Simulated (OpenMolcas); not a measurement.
# Exact exchange and the vertical energy of the triplet above the singlet of CH4S (methanethiol)

CH4S has 6 atoms, charge 0, and is taken as a singlet. SMILES: `CS`. The coordinates come from a PBE0-D4/def2-TZVP relaxation.

The vertical energy of the triplet above the singlet y, in eV, basis cc-pVTZ; a is the functional's share of exact exchange. Programs: OpenMolcas 26.06.

```
functional     program     a  y (eV)
      TPSS  OpenMolcas     0    5.08
       PBE  OpenMolcas     0    5.00
     B3LYP  OpenMolcas   0.2    5.13
      PBE0  OpenMolcas  0.25       ?
     BHLYP  OpenMolcas   0.5    5.23
```

Question: Fit y = c + s·a to the known rows and predict PBE0.

Answer: 
1. Means of the 4 rows: a = 0.1750, y = 5.110.
2. Σ(Δa)² = 0.1675, Σ(Δa·Δy) = 0.064, so the slope is 0.064/0.1675 = 0.38209.
3. Intercept: 5.110 − (0.38209) × 0.1750 = 5.043. The largest residual of the fit is 0.043.
4. PBE0: 5.043 + (0.38209) × 0.25 = 5.14 eV.

The run gave 5.13 eV, so the prediction is off by +0.01 eV, within the largest residual. The rows mix families of semi-local functionals, which the line can't see.
